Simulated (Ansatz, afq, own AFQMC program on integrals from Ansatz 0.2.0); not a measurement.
**C$_{2}$⁺, quartet: AFQMC among the cluster methods**

```xyz
2

C     0.0000    0.0000    0.0000
C     0.0000    0.0000    1.3014
```

Basis 6-31G. Only valence electrons are correlated. AFQMC by an in-house program on the Cholesky factors that Ansatz 0.2.0 writes for its CCSD(T) run. ph-AFQMC/CISD is guided by a CISD state made of CCSD amplitudes; releasing the constraint for a short imaginary time cuts its bias at the price of noise, slowly where states lie close. Uncertainties: one standard error, sampling alone.

Determinant: UHF, the one that the program's search chose, which needn't be the lowest solution. The geometry is a PBE0/def2-TZVP stationary point of this or a neighbouring charge and spin state.

Full CI on the same integrals is exact in this basis and with this determinant's frozen core.

Cautions: an unrestricted solution with more broken spin lies lower (647 meV, ⟨S²⟩ 3.93); the CCSD(T) amplitudes may be one of several solutions (largest double 0.17); the released energies are still falling, so no released level is given (meV from the phaseless value at times in 1/Eh: -9.9 ± 2.4 at 0.24, -22.1 ± 1.8 at 0.51, -39 ± 5 at 0.99, -44 ± 3 at 1.62, -140 ± 94 at 2.40).

- T1 diagnostic: 0.0210
- weight of the determinant in the CISD state: 0.874
- ⟨S²⟩ of the determinant: 3.762
- size of the correlated space: 7 electrons in 16 orbitals

```csv
level,correlation energy (eV)
MP2,-3.2485
CCSD,-4.0304
CCSD(T),-4.1860
```

Q: Estimate where phaseless AFQMC with a CISD trial lies against CCSD(T) on the same integrals.

A: 8.6 ± 4.1 meV below CCSD(T).

Reference: full CI, correlation energy -4.252 eV.

```json
{"level": "CCSD(T)", "E − E(reference) (meV)": "65.9", "share of correlation (%)": "98.45"}
{"level": "ph-AFQMC/CISD", "E − E(reference) (meV)": "57.3 ± 4.1", "share of correlation (%)": "98.65"}
```

A walk keeps the symmetry of its determinant, which the program's search chose and which needn't be the lowest solution, so a lower state of the same spin and another symmetry isn't excluded.
